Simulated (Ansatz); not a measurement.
Cartesian coordinates (Å):
SMILES: CO
```xyz
6

C     -0.3451     0.0115    -0.0361
O      0.9276    -0.5875    -0.0098
H     -0.6379     0.4598     0.9352
H     -1.0791    -0.7756    -0.2688
H     -0.4436     0.7958    -0.8142
H      1.5781     0.0960     0.1937
```
Charge 0, multiplicity 1.

Computed with Ansatz (an electronic-structure program) with frozen-core CCSD(T)/def2-TZVPP // B3LYP-D3(BJ)/def2-SVP.

```json
{
 "HF energy": "-115.09383 Ha",
 "MP2 correlation energy": "-0.42742 Ha"
}
```

Q: Estimate the CCSD correlation energy, the (T) correction, the total energy and the T1 diagnostic.

A: 
The CCSD correlation energy is -0.44634 Ha and the (T) correction is -0.01472 Ha. The CCSD(T) total energy comes out as -115.55488 Ha and the T1 diagnostic comes out as 0.009.
